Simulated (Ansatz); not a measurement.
Tetradymite Bi₂Se₃ was calculated with HSE06+SOC (Ansatz, a first-principles code, PAW).

Numerical settings: plane-wave cutoff 460 eV, 6×6×6 k mesh, Fermi–Dirac smearing 0.01 eV, PAW data made under PBE.

Cell (measured lattice):

Space group R-3m, hexagonal axes (No. 166); a = b = 4.143 Å, c = 28.636 Å, α = β = 90.00°, γ = 120.00°

```
atom  site  symmetry       x       y       z
----  ----  --------  ------  ------  ------
Bi      6c        3m  0.0000  0.0000  0.4008
Se      3a       -3m  0.0000  0.0000  0.0000
Se      6c        3m  0.0000  0.0000  0.2117
```
(The calculation used a cell of 5 atoms; values per cell refer to that cell.)

### Question
Estimate the band gap that the calculation returns.

### Answer

- band gap = 0.15 eV (direct)

Measured, for comparison: band gap 0.3 eV (temperature not stated, not corrected to a static lattice; as tabulated in Park and Ryu (2016), arXiv:1610.06451).

Note: cell and atoms aren't relaxed at this level (largest force component 0.10 eV/Å, pressure 0.9 GPa).

Computed values are for the static lattice.
